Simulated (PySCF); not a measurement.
# Gas-phase thermal properties of CH2F

Computed with PySCF (xtb for GFN2) and rigid-rotor harmonic-oscillator thermochemistry at 1 bar. 6-31G* has spherical d functions here. Open shells (unrestricted): CH2F (multiplicity 2). GFN2 has no spin-polarisation term. B3LYP is the form with VWN-RPA correlation. CH2F: computed as isolated molecules; such fragments, hydroxides, amides, oligomers or adducts are transient or little studied in the gas. The harmonic model lacks anharmonicity and excited electronic states, which grow with temperature; levels with a mode under 35 cm⁻¹ are left out.

| level | point group | σ | ZPE (kJ/mol) | S°298 (J/mol/K) | Cp298 (J/mol/K) | S°1000 (J/mol/K) | H1000 − H298 (kJ/mol) |
|---|---|---|---|---|---|---|---|
| B3LYP/6-31G* | Cs | 1 | 65.4 | 235.4 | 39.6 | 297.0 | 37.4 |
| GFN2-xTB | Cs | 1 | 61.2 | 238.8 | 42.8 | 303.3 | 38.9 |
| HF/6-31G* | Cs | 1 | 70.6 | 233.9 | 37.1 | 292.6 | 35.8 |
| PBE/def2-SVP | Cs | 1 | 62.8 | 236.6 | 40.9 | 299.5 | 38.1 |
| PBE0/def2-TZVP | Cs | 1 | 64.8 | 236.1 | 40.4 | 298.2 | 37.7 |
σ: rotational symmetry number. Electronic degeneracy used: 2. Frequencies are unscaled.
